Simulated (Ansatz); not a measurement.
`BCCl` and `B[SiH2]Cl` differ in one element.

Ansatz, PBE0-D4/def2-TZVP geometries, multiplicity 1. 

```json
{"property": "size of the dipole moment (PBE/def2-TZVPP) / D", "`BCCl`": "1.75"}
{"property": "HOMO energy (ωB97M-V/def2-TZVPP) / eV", "`BCCl`": "-10.51"}
{"property": "zero-point energy (PBE0-D4/def2-TZVP) / kJ/mol", "`BCCl`": "125.3"}
{"property": "HOMO energy (B3LYP/def2-TZVPP) / eV", "`BCCl`": "-7.94"}
{"property": "size of the dipole moment (ωB97M-V/def2-TZVPP) / D", "`BCCl`": "1.81"}
{"property": "HOMO–LUMO gap (PBE/def2-TZVPP) / eV", "`BCCl`": "3.97"}
```

(1) Give the same properties after the change, and the shifts. (Estimate.)

Results:

(1) Computed: 
| property | `B[SiH2]Cl` | shift |
| --- | --- | --- |
| size of the dipole moment (PBE/def2-TZVPP) / D | 1.43 | -0.32 |
| HOMO energy (ωB97M-V/def2-TZVPP) / eV | -10.47 | 0.04 |
| zero-point energy (PBE0-D4/def2-TZVP) / kJ/mol | 99.8 | -25.5 |
| HOMO energy (B3LYP/def2-TZVPP) / eV | -8.10 | -0.16 |
| size of the dipole moment (ωB97M-V/def2-TZVPP) / D | 1.54 | -0.27 |
| HOMO–LUMO gap (PBE/def2-TZVPP) / eV | 3.27 | -0.70 |

With PBE0 the HOMO falls by 0.11 eV and the LUMO falls by 0.97 eV, so the gap narrows by about 0.86 eV. PBE moves the HOMO by -0.24 eV and ωB97M-V by 0.04 eV. Dipoles are sizes alone; their direction can turn.

B3LYP here is the variant with VWN-RPA as its local correlation; programs differ in this.
